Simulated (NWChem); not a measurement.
# CH3BO (Borane carbonyl) at B3LYP/def2-TZVP

Aim: the vertical ionisation energy of CH3BO (Borane carbonyl) at B3LYP/def2-TZVP, from 2 runs. 

Program for the calculation: NWChem 7.3.0.

2 further runs of the same task are left out: 2 that didn't finish.

## (1) Starting point

The species is CH3BO (6 atoms), meant as a singlet with charge 0. SMILES: `[BH3-]C#[O+]`. Geometry: relaxed at PBE0-D4/def2-TZVP.

Bond lengths: B1–C2 1.512 Å, C2–O3 1.127 Å, B1–H4 1.209 Å, B1–H5 1.209 Å, B1–H6 1.209 Å. Angles: B1–C2–O3 179.9°, C2–B1–H4 104.6°, C2–B1–H5 104.5°, C2–B1–H6 104.5°, H4–B1–H5 113.9°, H4–B1–H6 113.9°, H5–B1–H6 113.9°.

## (2) Energy and forces at B3LYP/def2-TZVP

input.xyz reads:

```xyz
6
CH3BO
B     -0.275160     0.419730    -0.199910
C      0.494180    -0.755680     0.359250
O      1.068320    -1.631140     0.776320
H     -1.437140     0.121710    -0.050320
H      0.069540     0.485120    -1.356800
H      0.080260     1.360240     0.471460
```

input.nw reads:

```
start input
title "CH3BO"
memory total 2200 mb
charge 0

geometry units angstrom noautosym nocenter noautoz
   load format xyz input.xyz
end

basis spherical bse
   B library def2-TZVP
   C library def2-TZVP
   O library def2-TZVP
   H library def2-TZVP
end

dft
   xc b3lyp
   grid fine
   convergence energy 1e-08
   iterations 100
   mulliken
end

task dft gradient
```

Started as:

```
$ nwchem input.nw > input.out
```

Log:

```text
[...]
          Wavefunction type:  closed shell.
          No. of atoms     :     6
          No. of electrons :    22
[...]
          Charge           :     0
          Spin multiplicity:     1
[...]
          AO basis - number of functions:   111
[...]
              XC Information
              --------------
                         B3LYP Method XC Potential
                     Hartree-Fock (Exact) Exchange  0.200
                        Slater Exchange Functional  0.800 local
                    Becke 1988 Exchange Functional  0.720 non-local
              Lee-Yang-Parr Correlation Functional  0.810
                  VWN I RPA Correlation Functional  0.190 local
[...]
 d= 0,ls=0.0,diis     1   -139.9548798898 -1.97D+02  6.87D-03  7.56D-01     1.6
[...]
 d= 0,ls=0.0,diis    10   -140.0322035748 -7.73D-09  1.83D-07  3.15D-09    13.8
         Total DFT energy =     -140.032203574845
      One electron energy =     -300.824715339331
           Coulomb energy =      123.085906580438
    Exchange-Corr. energy =      -19.123649418351
 Nuclear repulsion energy =       56.830254602398
[...]
      Total Density - Mulliken Population Analysis
     ---------------------------------------------
    Atom       Charge   Shell Charges
 -----------   ------   -------------------------------------------------------
    1 B    5     5.32   0.91  1.06  0.49  0.44  0.06  1.16  0.96  0.17  0.04  0.03  0.00
    2 C    6     5.69   0.86  1.11  0.66  0.55  0.08  1.17  0.93  0.17  0.04  0.09  0.02
    3 O    8     8.01   0.79  1.18  0.63  0.88  0.31  1.89  1.68  0.62  0.01  0.02  0.00
    4 H    1     0.99   0.26  0.50  0.23  0.01
    5 H    1     0.99   0.26  0.50  0.23  0.01
    6 H    1     0.99   0.26  0.50  0.23  0.01
[...]
  wavefunction    = closed shell
                         DFT ENERGY GRADIENTS
    atom               coordinates                        gradient
                 x          y          z           x          y          z
   1 B      -0.519977   0.793175  -0.377775    0.001452  -0.002235   0.001056
   2 C       0.933865  -1.428028   0.678884    0.000626  -0.000953   0.000457
   3 O       2.018832  -3.082408   1.467032   -0.002583   0.003967  -0.001881
   4 H      -2.715801   0.229999  -0.095091   -0.000768  -0.000735   0.000356
   5 H       0.131412   0.916744  -2.563980    0.000626  -0.000414  -0.000838
   6 H       0.151669   2.570481   0.890930    0.000647   0.000371   0.000850
[...]
```

Run time: 23 s. Hardware: 1 thread of Intel Xeon 6975P-C (Granite Rapids), shared host; peak memory 0.12 GiB.

## (3) The doublet cation: a single-point energy at UB3LYP/def2-TZVP

ch3bo.nw reads:

```
START ch3bo
TITLE "CH3BO B3LYP"
memory 2200 mb
charge 1
GEOMETRY units atomic noautosym nocenter noautoz
   B  -0.51997704  0.79317475 -0.37777515
   C   0.93386486 -1.42802824  0.67888411
   O   2.01883221 -3.08240787  1.46703219
   H  -2.71580100  0.22999857 -0.09509102
   H   0.13141155  0.91674394 -2.56398041
   H   0.15166942  2.57048106  0.89093028
END
BASIS spherical bse
   * library def2-TZVP
END
DFT
   xc b3lyp
   mult 2
   grid fine
   convergence energy 1e-08
   maxiter 100
   mulliken
   print medium
END
TASK dft energy
```

Started as:

```
$ nwchem ch3bo.nw > ch3bo.out
```

Log:

```text
[...]
          Wavefunction type:  spin polarized.
          No. of atoms     :     6
          No. of electrons :    21
[...]
          Charge           :     1
          Spin multiplicity:     2
[...]
          AO basis - number of functions:   111
[...]
              XC Information
              --------------
                         B3LYP Method XC Potential
                     Hartree-Fock (Exact) Exchange  0.200
                        Slater Exchange Functional  0.800 local
                    Becke 1988 Exchange Functional  0.720 non-local
              Lee-Yang-Parr Correlation Functional  0.810
                  VWN I RPA Correlation Functional  0.190 local
[...]
 d= 0,ls=0.0,diis     1   -139.3859964245 -1.96D+02  6.66D-03  4.95D-01     2.2
[...]
 d= 0,ls=0.0,diis    21   -139.5829679705 -3.56D-09  5.34D-07  5.16D-10    42.8
[...]
         Total DFT energy =     -139.582967970463
      One electron energy =     -294.717846437297
           Coulomb energy =      117.095243019605
    Exchange-Corr. energy =      -18.790615082548
 Nuclear repulsion energy =       56.830250529776
[...]
      Total Density - Mulliken Population Analysis
     ---------------------------------------------
    Atom       Charge   Shell Charges
 -----------   ------   -------------------------------------------------------
    1 B    5     5.23   0.91  1.06  0.54  0.52  0.05  1.10  0.91  0.07  0.04  0.04  0.01
    2 C    6     5.61   0.86  1.11  0.65  0.55  0.04  1.19  0.96  0.11  0.04  0.08  0.02
    3 O    8     7.83   0.79  1.18  0.64  0.90  0.31  1.86  1.63  0.49  0.01  0.03  0.00
    4 H    1     0.71   0.22  0.41  0.07  0.01
    5 H    1     0.81   0.24  0.45  0.11  0.01
    6 H    1     0.81   0.24  0.45  0.11  0.01
[...]
      <S2> =      0.7587 (Exact =     0.7500)
[...]
```

Run time: 44 s. Hardware: 1 thread of Intel Xeon 6975P-C (Granite Rapids), shared host; peak memory 0.12 GiB.

## (4) Results

Level: B3LYP/def2-TZVP.

| quantity | value |
| --- | --- |
| singlet CH3BO: total energy | -140.03220 Eh |
| singlet CH3BO: dipole moment | 1.38 D |
| singlet CH3BO: HOMO energy | -9.39 eV |
| singlet CH3BO: LUMO energy | -1.66 eV |
| singlet CH3BO: HOMO–LUMO gap | 7.73 eV |
| singlet CH3BO: largest force on an atom | 0.262 eV/Å |
| doublet cation: total energy | -139.58297 Eh |
| doublet cation: HOMO energy (highest over α and β) | -16.88 eV |
| doublet cation: LUMO energy (lowest over α and β) | -15.06 eV |
| doublet cation: ⟨S²⟩ | 0.759 |
| vertical ionisation energy (to the doublet cation) | 12.224 eV |

What this shows: The vertical ionisation energy comes to 12.22 eV (1179 kJ/mol). The largest force (singlet CH3BO) is 0.26 eV/Å: the shape isn't a stationary point for this species at this level. −ε(HOMO) before ionisation, 9.39 eV, is 2.83 eV below this ionisation energy. Mulliken charges (singlet CH3BO) run from -0.32 on B1 to +0.31 on C2. Mulliken charges (doublet cation) run from -0.23 on B1 to +0.39 on C2; they depend strongly on the basis.
